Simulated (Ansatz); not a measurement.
Eight cases of bond dissociation energy with Al to Br (electronic energies, kcal/mol), geometries: B3LYP-D3(BJ)/def2-TZVP. Functionals by Ansatz (a program for electronic structure) in def2-TZVPD; columns hold the difference against the high level (Ansatz, AFQMC by cisd_afqmc): A = CCSD(T)/CBS(cc-pV(T+d)Z,cc-pV(Q+d)Z) + [CCSDT(Q) - CCSD(T)]/cc-pV(D+d)Z + core + X2C; B = CCSD(T)/CBS(cc-pV(T+d)Z,cc-pV(Q+d)Z) + [CCSDT(Q) - CCSD(T)]/cc-pV(T+d)Z + core + X2C; C = CCSD(T)/CBS(cc-pVTZ,cc-pVQZ) + [CCSDT(Q) - CCSD(T)]/cc-pVDZ; D = CCSD(T)/CBS(cc-pVTZ,cc-pVQZ) + [CCSDT(Q) - CCSD(T)]/cc-pVTZ + [CCSDTQ - CCSDT(Q)]/cc-pVDZ. The cases were drawn at random from those of this class that have a high level and all functionals, leaving out states under which another spin lies or may lie. Left out are anions, K, Ca, elements past Kr, ionisation of Li, Na and Mg, pi-pi* triplets of linear molecules and other triplets made from a closed-shell parent. Runs that doubt their state, and full CI more than 15 mEh from coupled cluster, are set aside; a case stays where another high level and all functionals remain. AFQMC serves as high level only in triple zeta or larger, with a steady walk, a bar under 0.8 kcal/mol and agreement with other high levels or trials where they ran; where none ran, an unstable determinant or (outside 3d species) a high T1 diagnostic also bars it, so strongly correlated cases are thinned. No case was kept or dropped by the size of a functional's miss. Each difference is the functional minus the high level; affinities count positive where energy is released, gaps as the second state minus the first. Open shells are spin-unrestricted; no spin-orbit coupling. Cores are frozen in correlated methods (noble-gas shells, and filled d and f shells in the p block). Rows without X2C or -DK are non-relativistic. CBS(X,Y): correlation extrapolated as X^-3, Hartree-Fock from the larger set. A bracket is a step between two methods taken in the basis named. Functionals run without relativity, which enters their misses. '+ core + X2C': CCSD(T) terms for core correlation (cc-pwCVTZ, 1s frozen past Ne) and scalar relativity (cc-pVTZ-DK). Where a partner has so few electrons that a lower coupled-cluster level is exact, that level stands in.

| case | level | value |
|---|---|---|
| H4GeO (SMILES [OH][GeH3]) → H3GeO (SMILES [OH][GeH2], doublet) + H (doublet) | D | 89.0 |
| BAsH4 (SMILES B[AsH2]) → BAsH3 (SMILES [BH][AsH2], doublet) + H (doublet) | D | 108.3 |
| SiH4S (SMILES [SiH3]S) → SiH3S (SMILES S[SiH2], doublet) + H (doublet) | B | 94.9 |
| BGeH4F (SMILES F[BH][GeH3]) → BHF (SMILES [BH]F, doublet) + GeH3 (SMILES [GeH3], doublet) | C | 81.0 |
| SiH4S2 (bis(sulfanyl)silane, SMILES [SiH2](S)S) → SiH3S2 (SMILES [SiH2](S)[S], doublet) + H (doublet) | A | 95.0 |
| H4GeO (SMILES [OH][GeH3]) → H3GeO (SMILES [O][GeH3], doublet) + H (doublet) | D | 124.1 |
| H3GeOF (SMILES [OH][GeH2][F]) → H3GeO (SMILES [OH][GeH2], doublet) + F (doublet) | C | 137.7 |
| H6Si2O (silyloxysilane, SMILES [SiH3]O[SiH3]) → SiH3 (SMILES [SiH3], doublet) + H3SiO (SMILES [O][SiH3], doublet) | A | 134.1 |

Task: Predict the difference of PBE, B3LYP, wB97M-V for each case and sum up.

Result: 
```tsv
case	PBE	B3LYP	wB97M-V
H4GeO (SMILES [OH][GeH3]) → H3GeO (SMILES [OH][GeH2], doublet) + H (doublet)	-6.5	-3.0	-1.6
BAsH4 (SMILES B[AsH2]) → BAsH3 (SMILES [BH][AsH2], doublet) + H (doublet)	-4.6	-0.9	1.3
SiH4S (SMILES [SiH3]S) → SiH3S (SMILES S[SiH2], doublet) + H (doublet)	-7.2	-2.8	-0.1
BGeH4F (SMILES F[BH][GeH3]) → BHF (SMILES [BH]F, doublet) + GeH3 (SMILES [GeH3], doublet)	-1.6	-3.6	1.7
SiH4S2 (bis(sulfanyl)silane, SMILES [SiH2](S)S) → SiH3S2 (SMILES [SiH2](S)[S], doublet) + H (doublet)	-5.9	-4.3	-0.6
H4GeO (SMILES [OH][GeH3]) → H3GeO (SMILES [O][GeH3], doublet) + H (doublet)	-6.1	-6.1	-3.1
H3GeOF (SMILES [OH][GeH2][F]) → H3GeO (SMILES [OH][GeH2], doublet) + F (doublet)	-5.3	-9.2	-5.5
H6Si2O (silyloxysilane, SMILES [SiH3]O[SiH3]) → SiH3 (SMILES [SiH3], doublet) + H3SiO (SMILES [O][SiH3], doublet)	-13.1	-10.6	-2.6
```
PBE: mean -6.3, mean absolute 6.3, median absolute 6.0, largest -13.1; B3LYP: mean -5.1, mean absolute 5.1, median absolute 3.9, largest -10.6; wB97M-V: mean -1.3, mean absolute 2.1, median absolute 1.6, largest -5.5 kcal/mol. PBE lies above in 0 and below in 8 of the eight.
